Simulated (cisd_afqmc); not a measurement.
Input (AFQMC/CISD/aug-cc-pVDZ; cisd_afqmc is a phaseless AFQMC code with CISD trial states that reads the integrals written by Ansatz):

Ansatz 0.2 input:
```python
import cisd_afqmc

open("ham.yaml", "w").write("""\
crystal:
  periodic: [false, false, false]
  atoms:
    - {symbol: C, position_ang: [-0.01960273, 0.53041536, 0.01007793]}
    - {symbol: O, position_ang: [0.02915470, -0.78887498, -0.01498868]}
    - {symbol: H, position_ang: [-1.06290528, 1.00482270, 0.02799415]}
    - {symbol: H, position_ang: [0.48134512, 1.04526317, 0.90330047]}
    - {symbol: H, position_ang: [0.46593892, 1.07842182, -0.87185278]}
basis:
  gaussian:
    orbitals: aug-cc-pVDZ
total_charge: -1
magnetization: {spin_polarized: false}
correlation: {method: ccsd, electrons: outside_noble_gas, hamiltonian_folder: ham}
""")
rep = cisd_afqmc.ansatz("ham.yaml")
e_ccsd = rep["correlation"]["coupled_cluster"]["energy"]["hartree"]
out = cisd_afqmc.run("ham", e_ccsd, trial="CISD", walkers=100, populations=8, threads=8, dt=0.005, steps=40, early=24, settle=10, least=32,
    cut=5e-5, rank_cut=2e-4, target=0.0004, seconds=1500, seed=1, memory=17280, gpu=False)
```

Output:

```
orbitals 71, occupied [7], factors 403 of 708, rank of the doubles 185 of 448
E(HF) = -114.426920
E(CCSD) on the cut factors = -114.821199, shift to the whole factors -0.000018
Energy of the trial state on the determinant = -114.821217
  tau behind 7.2 of longer steps, mean of the populations' last blocks
   2.0  -114.83474
   4.0  -114.83539
   6.0  -114.83695
   8.0  -114.83612
  10.0  -114.83507
  12.0  -114.83396
  14.0  -114.83654
  16.0  -114.83563
  18.0  -114.83559
  20.0  -114.83666
  22.0  -114.83924
  24.0  -114.83629
blocks 927 (3 outliers left out), error by blocks joined: 1: 0.00022, 2: 0.00027, 4: 0.00032, 8: 0.00035, 16: 0.00040
E(AFQMC/CISD) = -114.83591 +/- 0.00040
```
